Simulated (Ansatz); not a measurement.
A run for Ansatz (a first-principles code): R-CCSD(T)/aug-cc-pVDZ on C6H6 (SMILES c1ccccc1).

Ansatz 0.2 input:
```yaml
crystal:
  periodic: [false, false, false]
  atoms:
    - {symbol: C, position_ang: [-0.73928100, 0.51587850, -1.20710790]}
    - {symbol: C, position_ang: [-1.42614420, 0.39654550, 0.00000000]}
    - {symbol: C, position_ang: [-0.73928100, 0.51587850, 1.20710790]}
    - {symbol: C, position_ang: [0.63422690, 0.75463980, 1.20707350]}
    - {symbol: C, position_ang: [1.32104340, 0.87375660, 0.00000000]}
    - {symbol: C, position_ang: [0.63422690, 0.75463980, -1.20707350]}
    - {symbol: H, position_ang: [-1.27194950, 0.42063160, -2.14328940]}
    - {symbol: H, position_ang: [-2.49022050, 0.20523810, 0.00000000]}
    - {symbol: H, position_ang: [-1.27194950, 0.42063160, 2.14328940]}
    - {symbol: H, position_ang: [1.16680050, 0.84748850, 2.14369500]}
    - {symbol: H, position_ang: [2.38635850, 1.05963120, 0.00000000]}
    - {symbol: H, position_ang: [1.16680050, 0.84748850, -2.14369500]}
basis:
  gaussian:
    orbitals: aug-cc-pVDZ
magnetization: {spin_polarized: false}
correlation: {method: ccsd_t, electrons: outside_noble_gas}
scf: {lower_state_search: off}
```

**Question.** Predict the final total energy.

**Answer.** -231.6144 hartree (reference determinant -230.7282, T1 diagnostic 0.009).

**Question.** How many basis functions does it have, and what does it roughly cost on one machine?

**Answer.** 192 functions; around 110 core-seconds (rough).
